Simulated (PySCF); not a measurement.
Compound: C4H7ClO.
SMILES with atom numbers: `[CH3:1][CH2:2][CH2:3][C:4](=[O:5])[Cl:6]` (hydrogens: H7, H8, H9 on C1; H10, H11 on C2; H12, H13 on C3)

Level of theory: PySCF, TDDFT PBE0/def2-SVPD, vertical, gas phase, core orbitals frozen in the response. Isolated species at its PBE0-D3(BJ)/def2-SVP geometry (one conformer only). Torsions of this conformer, `[CH3:1][CH2:2][CH2:3][C:4](=[O:5])[Cl:6]`: C1–C2–C3–C4 180°, C2–C3–C4–O5 0°.

Orbital energies (eV): HOMO-3 -9.86, HOMO-2 -9.33, HOMO-1 -9.16, HOMO -8.63, LUMO -1.10, LUMO+1 0.41, LUMO+2 0.58.

Computed singlets:

| state | E (eV) | f |
| --- | --- | --- |
| S1 | 5.26 | 0.0000 |
| S2 | 6.41 | 0.0001 |
| S3 | 6.85 | 0.0094 |
| S4 | 7.60 | 0.030 |
| S5 | 7.91 | 0.0016 |
| S6 | 7.92 | 0.042 |

Task: Which orbital pair leads each of S1, S2, S3 and S4, and how does its energy difference Δε compare with the excitation energy?

Result: 

| state | leading configuration | weight | Δε (eV) | E (eV) | E − Δε (eV) | f | other configurations |
| --- | --- | --- | --- | --- | --- | --- | --- |
| S1 | HOMO→LUMO | 0.98 | 7.53 | 5.26 | -2.26 | 0.0000 | – |
| S2 | HOMO-1→LUMO | 0.98 | 8.05 | 6.41 | -1.64 | 0.0001 | – |
| S3 | HOMO-2→LUMO | 0.83 | 8.23 | 6.85 | -1.38 | 0.0094 | H→L+2 (11%) |
| S4 | HOMO-3→LUMO | 0.86 | 8.75 | 7.60 | -1.15 | 0.030 | – |

E − Δε runs from -2.26 to -1.15 eV. Among themselves, these states come in the order of their orbital differences.

H and L stand for HOMO and LUMO. The other states: S5 7.91 eV, f 0.0016, H-4→L (94%); S6 7.92 eV, f 0.042, H-1→L+2 (37%), H→L+1 (29%), H-1→L+1 (16%).

Summed over the main configurations (up to three a state, each over 8%) of all 6 singlets, the electron leaves HOMO-1 with weight 1.51, HOMO with weight 1.37, HOMO-4 with weight 0.94 and HOMO-3 with weight 0.86.
